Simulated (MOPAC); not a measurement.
Job for MOPAC: AM1 on HCl (SMILES Cl).

```
AM1 1SCF PRECISE CHARGE=0 THREADS=1
ClH

Cl     0.00000000 1     0.00000000 1     0.00000000 1
H      1.27444789 1     0.00000000 1     0.00000000 1
```

Program output:

```
*******************************************************************************
 **                                                                           **
 **                              MOPAC v23.2.5                                **
 **                                                                           **
 *******************************************************************************
 ** MOPAC's Digital Object Identifier: https://doi.org/10.5281/zenodo.6511958 **
 **                                                                           **
 ** Please cite the open-source release paper for use of this MOPAC version:  **
 ** J. E. Moussa and J. J. P. Stewart (2026)                                  **
 ** MOPAC: An open-source semiempirical molecular orbital program             **
 ** J. Open Source Softw., 11(119), 8025, https://doi.org/10.21105/joss.08025 **
 *******************************************************************************

                              AM1 CALCULATION RESULTS

 *******************************************************************************
 *  AM1        - The AM1 Hamiltonian to be used
 *
 *
 *
 *                 CHARGE ON SYSTEM = 0
 *
 *
 *
 *  PRECISE    - TIGHTER CRITERIA TO BE USED
 *  1SCF       - DO 1 SCF AND THEN STOP
 *  THREADS=1  - MULTI-THREADING NOT USED
 *  T=         - A TIME OF 172800.0 SECONDS REQUESTED
 *  DUMP=N     - RESTART FILE WRITTEN EVERY 7200.0 SECONDS REQUESTED
 *******************************************************************************
AM1 1SCF PRECISE CHARGE=0 THREADS=1
 ClH

   ATOM   CHEMICAL          X               Y               Z
  NUMBER   SYMBOL      (ANGSTROMS)     (ANGSTROMS)     (ANGSTROMS)

     1      Cl          0.00000000  *   0.00000000  *   0.00000000  *
     2       H          1.27444789  *   0.00000000  *   0.00000000  *



          CARTESIAN COORDINATES

    NO.       ATOM           X           Y           Z

     1        Cl          0.0000      0.0000      0.0000
     2         H          1.2744      0.0000      0.0000

  H: (AM1): M.J.S. DEWAR ET AL, J. AM. CHEM. SOC. 107 3902-3909 (1985)
 Cl: (AM1): M.J.S. DEWAR AND E. G. ZOEBISCH, THEOCHEM, 180, 1 (1988).

           Empirical Formula: H Cl  =     2 atoms



      MOLECULAR POINT GROUP   :   C*v


      RHF CALCULATION, NO. OF DOUBLY OCCUPIED LEVELS = 4


 -------------------------------------------------------------------------------
 AM1 1SCF PRECISE CHARGE=0 THREADS=1
 ClH



     1SCF WAS SPECIFIED, SO BFGS WAS NOT USED
     SCF FIELD WAS ACHIEVED


                              AM1 CALCULATION
                                                       MOPAC v23.2.5 Linux




          FINAL HEAT OF FORMATION =        -24.58761 KCAL/MOL =    -102.87455 KJ/MOL


          COSMO AREA              =         54.51 SQUARE ANGSTROMS
          COSMO VOLUME            =         37.45 CUBIC ANGSTROMS

          IONIZATION POTENTIAL    =         12.342681 EV
          HOMO LUMO ENERGIES (EV) =        -12.343  1.911
          NO. OF FILLED LEVELS    =          4
          MOLECULAR WEIGHT        =         36.4609         POINT GROUP:  C*v

          MOLECULAR DIMENSIONS (Angstroms)

            Atom       Atom       Distance
            H     2   Cl     1     1.27445
            H     2   Cl     1     0.00000
           Cl     1    H     2     0.00000


          SCF CALCULATIONS        =          1





   ATOM   CHEMICAL          X               Y               Z
  NUMBER   SYMBOL      (ANGSTROMS)     (ANGSTROMS)     (ANGSTROMS)

     1      Cl          0.00000000  *   0.00000000  *   0.00000000  *
     2       H          1.27444789  *   0.00000000  *   0.00000000  *

                             CARTESIAN COORDINATES

   1   Cl        0.000000000     0.000000000     0.000000000
   2    H        1.274447890     0.000000000     0.000000000


           Empirical Formula: H Cl  =     2 atoms



      MOLECULAR POINT GROUP   :   C*v


                  EIGENVALUES
 -37.07342 -16.81561 -12.34268 -12.34268   1.91142


              NET ATOMIC CHARGES AND DIPOLE CONTRIBUTIONS

  ATOM NO.   TYPE          CHARGE      No. of ELECS.   s-Pop       p-Pop
    1         Cl          -0.165902        7.1659     1.97971     5.18619
    2          H           0.165902        0.8341     0.83410
 DIPOLE           X         Y         Z       TOTAL
 POINT-CHG.     1.016     0.000     0.000     1.016
 HYBRID         0.353    -0.000     0.000     0.353
 SUM            1.369    -0.000     0.000     1.369


          ATOMIC ORBITAL ELECTRON POPULATIONS

     Atom    s        px        py        pz
    1 Cl   1.97971   1.18619   2.00000   2.00000
    2  H   0.83410

 **********************
 *                    *
 * JOB ENDED NORMALLY *
 *                    *
 **********************




 == MOPAC DONE ==
```

The run finished.

Cost: around 0.020 core-seconds (rough).
